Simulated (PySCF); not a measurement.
Match each property card to its molecule.

Structures:
1. `FC1(F)CCOCC1` (C5H8F2O)
2. `F[SiH3]` (FH3Si)
3. `ClCC(Cl)Cl` (C2H3Cl3)
4. `P` (PH3)

Card P (geometry PBE0-D3(BJ)/def2-TZVP):
- Rotational constants A, B, C: 84.508, 14.247, 14.246 GHz
- Static isotropic polarisability (CAM-B3LYP/aug-cc-pVTZ): 28.7 au
- HOMO energy (CAM-B3LYP/aug-cc-pVTZ): -11.25 eV
- Lowest triplet excitation (Tamm–Dancoff) (TDA CAM-B3LYP/aug-cc-pVTZ): 7.42 eV
- Lowest singlet excitation (TDDFT CAM-B3LYP/aug-cc-pVTZ): 7.92 eV (157 nm, f = 0.007 summed over 2 states within 0.01 eV)
- Dipole moment (CAM-B3LYP/aug-cc-pVTZ): 1.35 D
- Point group: C3v

Card Q (geometry PBE0-D3(BJ)/def2-TZVP):
- Rotational constants A, B, C: 133.255, 133.239, 118.055 GHz
- Static isotropic polarisability (CAM-B3LYP/aug-cc-pVTZ): 30.8 au
- Dipole moment (CAM-B3LYP/aug-cc-pVTZ): 0.63 D
- Point group: C3v
- Isotropic shieldings of nuclei other than C and H, by class (GIAO B97-2/pcSseg-2): 576 (1 P) ppm
- Lowest triplet excitation (Tamm–Dancoff) (TDA CAM-B3LYP/aug-cc-pVTZ): 5.88 eV
- Lowest singlet excitation (TDDFT CAM-B3LYP/aug-cc-pVTZ): 6.61 eV (188 nm, f = 0.123)

Card R (geometry PBE0-D3(BJ)/def2-TZVP):
- Rotational constants A, B, C: 3.578, 1.485, 1.085 GHz
- Static isotropic polarisability (CAM-B3LYP/aug-cc-pVTZ): 68.1 au
- Lowest singlet excitation (TDDFT CAM-B3LYP/aug-cc-pVTZ): 7.06 eV (176 nm, f = 0.008)
- Strongest line among the 10 lowest singlet transitions (TDDFT CAM-B3LYP/aug-cc-pVTZ): S9 at 8.05 eV (154 nm, f = 0.022)
- Isotropic shieldings of nuclei other than C and H, by class (GIAO PBE0/pcSseg-2): 684 (2 Cl), 827 (1 Cl) ppm

Card S (geometry PBE0-D3(BJ)/def2-SVP):
* Rotational constants A, B, C: 3.421, 1.781, 1.560 GHz
* Static isotropic polarisability (wB97X-D/def2-SVPD): 62.4 au
* HOMO energy (wB97X-D/def2-SVPD): -9.80 eV
* Strongest line among the 6 lowest singlet transitions (TDDFT wB97X-D/def2-SVPD): S2 at 8.54 eV (145 nm, f = 0.080)
* Lowest singlet excitation (TDDFT wB97X-D/def2-SVPD): 7.80 eV (159 nm, f = 0.002)
* Dipole moment (wB97X-D/def2-SVPD): 1.06 D
* Point group: Cs

All species are isolated and taken at one optimised geometry, non-relativistic unless stated. Electronic properties by PySCF. NMR classes are plain means over equivalent atoms (diastereotopic ones count apart unless rotation or inversion swaps them), as if these changed places fast.

Problem. Which card belongs to which structure?

Solution. P = 2, Q = 4, R = 3, S = 1. What ties each card to its structure:
- 1 (card S), C5H8F2O, monoisotopic mass 122.1 u, 8 heavy atoms: point group Cs; an asymmetric top with C = 1.560 GHz; polarisability 62.4 au for 64 electrons; dipole 1.06 D.
- 2 (card P), FH3Si, monoisotopic mass 50.0 u, 2 heavy atoms: a prolate symmetric top (constants that symmetry makes equal differ by optimisation noise) with C = 14.246 GHz; polarisability 28.7 au for 26 electrons; dipole 1.35 D.
- 3 (card R), C2H3Cl3, monoisotopic mass 131.9 u, 5 heavy atoms: an asymmetric top with C = 1.085 GHz, the lowest such constant on the cards; polarisability 68.1 au for 66 electrons.
- 4 (card Q), PH3, monoisotopic mass 34.0 u, 1 heavy atom: an oblate symmetric top (constants that symmetry makes equal differ by optimisation noise) with C = 118.055 GHz, the highest such constant on the cards; polarisability 30.8 au for 18 electrons; dipole 0.63 D.
